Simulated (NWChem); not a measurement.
System: hydrogen chloride (HCl); SMILES Cl

Here is an NWChem input.

```
start job
memory heap 200 mb stack 900 mb global 1100 mb
geometry units angstroms noautoz
  Cl     0.000000     0.000000     0.071735
  H      0.000000     0.000000    -1.206875
end
basis spherical
  Cl library def2-tzvpd
  H library def2-tzvpd
end
dft
  xc xpbe96 cpbe96
  iterations 150
  mulliken
end
task dft gradient
```

NWChem printed, in part:

```
             Northwest Computational Chemistry Package (NWChem) 7.3.0
             --------------------------------------------------------

 ORDER OF PRIMARY AXIS IS BEING SET TO 4
 C4V symmetry detected

                             Geometry "geometry" -> ""
                             -------------------------

 Output coordinates in angstroms (scale by  1.889725989 to convert to a.u.)

  No.       Tag          Charge          X              Y              Z
 ---- ---------------- ---------- -------------- -------------- --------------
    1 Cl                  17.0000     0.00000000     0.00000000     0.07103389
    2 H                    1.0000     0.00000000     0.00000000    -1.20757611

 Effective nuclear repulsion energy (a.u.)       7.0357757510

      Symmetry information
      --------------------

 Group name             C4v
 Group number             18
 Group order               8
 No. of unique centers     2

  pbe96 is a nonlocal functional; adding pw91lda local functional.

                                 NWChem DFT Module
                                 -----------------

 Summary of "ao basis" -> "ao basis" (spherical)
 ------------------------------------------------------------------------------
       Tag                 Description            Shells   Functions and Types
 ---------------- ------------------------------  ------  ---------------------
 Cl                        def2-tzvpd               16       46   6s6p3d1f
 H                         def2-tzvpd                5        9   3s2p

      Symmetry analysis of basis
      --------------------------

        a1         21
        a2          0
        b1          4
        b2          4
        e          26

            General Information
            -------------------
          SCF calculation type: DFT
          Wavefunction type:  closed shell.
          No. of atoms     :     2
          No. of electrons :    18
           Alpha electrons :     9
            Beta electrons :     9
          Charge           :     0
          Spin multiplicity:     1
          Use of symmetry is: on ; symmetry adaption is: on
          Maximum number of iterations: 150
          AO basis - number of functions:    55
                     number of shells:    21
          Convergence on energy requested:  1.00D-06
          Convergence on density requested:  1.00D-05
          Convergence on gradient requested:  5.00D-04

              XC Information
              --------------
          PerdewBurkeErnzerhof Exchange Functional  1.000
            Perdew 1991 LDA Correlation Functional  1.000 local
           PerdewBurkeErnz. Correlation Functional  1.000 non-local

             Grid Information
             ----------------
          Grid used for XC integration:  medium
          Radial quadrature: Mura-Knowles
          Angular quadrature: Lebedev.
          Tag              B.-S. Rad. Rad. Pts. Rad. Cut. Ang. Pts.
          ---              ---------- --------- --------- ---------
          Cl                  1.00       88           9.0       590
          H                   0.35       45           8.0       434
          Grid pruning is: on
          Number of quadrature shells:   133
          Spatial weights used:  Erf1

      Superposition of Atomic Density Guess
      -------------------------------------

 Sum of atomic energies:        -459.97771608

      Non-variational initial energy
      ------------------------------

 Total energy =    -460.050559
 1-e energy   =    -649.141843
 2-e energy   =     182.055508
 HOMO         =      -0.448960
 LUMO         =       0.049782

      Symmetry analysis of molecular orbitals - initial
      -------------------------------------------------

 !! scf_movecs_sym_adapt:    8 vectors were symmetry contaminated

  Symmetry fudging

 !! scf_movecs_sym_adapt:    6 vectors were symmetry contaminated

  Numbering of irreducible representations:

     1 a1          2 a2          3 b1          4 b2          5 e

  Orbital symmetries:

     1 a1          2 a1          3 a1          4 e           5 e
     6 a1          7 a1          8 e           9 e          10 a1
    11 a1         12 e          13 e          14 a1         15 e
    16 e          17 b1         18 b2         19 a1

     ---------------------------------------------
      Total Density - Mulliken Population Analysis
     ---------------------------------------------

    Atom       Charge   Shell Charges
 -----------   ------   -------------------------------------------------------
    1 Cl  17    17.43   2.01  0.45  1.52  1.10  0.85  0.03  4.19  1.69  1.11  2.93  1.52  0.03  0.01  0.01  0.00  0.00
    2 H    1     0.57   0.17  0.33  0.03  0.03  0.01

   convergence    iter        energy       DeltaE   RMS-Dens  Diis-err
 ---------------- ----- ----------------- --------- --------- ---------
 d= 0,ls=0.0,diis     1   -460.6049689318 -4.68D+02  7.66D-03  6.89D-01
 d= 0,ls=0.0,diis     2   -460.6082093223 -3.24D-03  6.01D-03  1.35D-01
 d= 0,ls=0.0,diis     3   -460.6132305911 -5.02D-03  2.75D-03  1.06D-01
 d= 0,ls=0.0,diis     4   -460.6282601724 -1.50D-02  2.49D-04  2.31D-04
 d= 0,ls=0.0,diis     5   -460.6282867739 -2.66D-05  6.30D-05  4.09D-05
  Resetting Diis
 d= 0,ls=0.0,diis     6   -460.6282907767 -4.00D-06  1.09D-05  8.70D-07
 d= 0,ls=0.0,diis     7   -460.6282908808 -1.04D-07  3.44D-06  1.73D-08

         Total DFT energy =     -460.628290880768
      One electron energy =     -649.922189657335
           Coulomb energy =      210.660280316651
    Exchange-Corr. energy =      -28.402157291091
 Nuclear repulsion energy =        7.035775751007

 Numeric. integr. density =       18.000001357583

                  Occupations of the irreducible representations
                  ----------------------------------------------

                     irrep           alpha         beta
                     --------     --------     --------
                     a1                5.0          5.0
                     a2                0.0          0.0
                     b1                0.0          0.0
                     b2                0.0          0.0
                     e                 4.0          4.0

                       DFT Final Molecular Orbital Analysis
                       ------------------------------------

 Vector    7  Occ=2.000000D+00  E=-4.331860D-01  Symmetry=a1
              MO Center= -5.5D-16, -1.6D-15, -1.2D-01, r^2= 1.3D+00
   Bfn.  Coefficient  Atom+Function         Bfn.  Coefficient  Atom+Function
  ----- ------------  ---------------      ----- ------------  ---------------
    18      0.422186  1 Cl pz                48     -0.244147  2 H  s
     4      0.234185  1 Cl s                  5      0.220978  1 Cl s
    15      0.207966  1 Cl pz                21      0.180797  1 Cl pz
     9     -0.174012  1 Cl pz                 3     -0.164142  1 Cl s
    47     -0.162326  2 H  s                 12     -0.080227  1 Cl pz

 Vector    8  Occ=2.000000D+00  E=-2.954624D-01  Symmetry=e
              MO Center=  2.0D-15,  1.9D-15,  2.8D-02, r^2= 1.2D+00
   Bfn.  Coefficient  Atom+Function         Bfn.  Coefficient  Atom+Function
  ----- ------------  ---------------      ----- ------------  ---------------
    16      0.408284  1 Cl px                17      0.368872  1 Cl py
    19      0.246396  1 Cl px                20      0.222612  1 Cl py
    13      0.189898  1 Cl px                14      0.171567  1 Cl py
     7     -0.157246  1 Cl px                 8     -0.142067  1 Cl py
    10     -0.070884  1 Cl px                11     -0.064042  1 Cl py

 Vector    9  Occ=2.000000D+00  E=-2.954624D-01  Symmetry=e
              MO Center=  2.8D-16, -1.5D-15,  2.8D-02, r^2= 1.2D+00
   Bfn.  Coefficient  Atom+Function         Bfn.  Coefficient  Atom+Function
  ----- ------------  ---------------      ----- ------------  ---------------
    17      0.408284  1 Cl py                16     -0.368872  1 Cl px
    20      0.246396  1 Cl py                19     -0.222612  1 Cl px
    14      0.189898  1 Cl py                13     -0.171567  1 Cl px
     8     -0.157246  1 Cl py                 7      0.142067  1 Cl px
    11     -0.070884  1 Cl py                10      0.064042  1 Cl px

 Vector   10  Occ=0.000000D+00  E=-3.592576D-02  Symmetry=a1
              MO Center=  6.2D-15,  2.0D-15, -9.5D-01, r^2= 3.8D+00
   Bfn.  Coefficient  Atom+Function         Bfn.  Coefficient  Atom+Function
  ----- ------------  ---------------      ----- ------------  ---------------
     6      1.138737  1 Cl s                 55     -0.528119  2 H  pz
    49     -0.434640  2 H  s                 18      0.370160  1 Cl pz
    48      0.306836  2 H  s                  4     -0.288309  1 Cl s
     5     -0.199753  1 Cl s                 37      0.179725  1 Cl d  0
     3      0.164265  1 Cl s                 24     -0.147414  1 Cl pz

 Vector   11  Occ=0.000000D+00  E= 3.845858D-02  Symmetry=a1
              MO Center= -5.3D-15, -1.5D-15, -4.6D-02, r^2= 1.0D+01
   Bfn.  Coefficient  Atom+Function         Bfn.  Coefficient  Atom+Function
  ----- ------------  ---------------      ----- ------------  ---------------
    49      1.260436  2 H  s                 24      1.184175  1 Cl pz
     6     -1.053017  1 Cl s                 21      0.386824  1 Cl pz
    48      0.162619  2 H  s                  5     -0.159841  1 Cl s
    55      0.156502  2 H  pz                32      0.110500  1 Cl d  0
    47      0.103784  2 H  s                 27      0.080662  1 Cl d  0

[...]

                         DFT ENERGY GRADIENTS

    atom               coordinates                        gradient
                 x          y          z           x          y          z
   1 Cl      0.000000   0.000000   0.134235    0.000000   0.000000  -0.006867
   2 H       0.000000   0.000000  -2.281988    0.000000   0.000000   0.006867
```

Level: PBE/def2-TZVPD. Structure relaxed at the PBE0-D3(BJ)/def2-TZVP level.
